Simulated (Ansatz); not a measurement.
`C/C=C\C=O`, charge 0, multiplicity 1.

Problem. Give a relaxed structure at PBE0-D4/def2-TZVP (the Gaussian-basis code of Ansatz). (Estimate.)

Solution. The calculation gave: 
Z-matrix (Å, degrees):
```
C
C 1 1.487
H 1 1.095 2 109.9
H 1 1.095 2 109.9 3 116.5
H 1 1.088 2 113.9 3 -121.7
C 2 1.337 1 128.4 3 121.6
H 2 1.088 1 114.7 3 -58.4
C 6 1.461 2 125.3 1 0.0
H 6 1.086 2 119.9 1 180.0
O 8 1.208 6 123.3 2 -180.0
H 8 1.108 6 116.7 2 0.1
```
Point group Cs.
This is one stationary point; other conformers may exist.
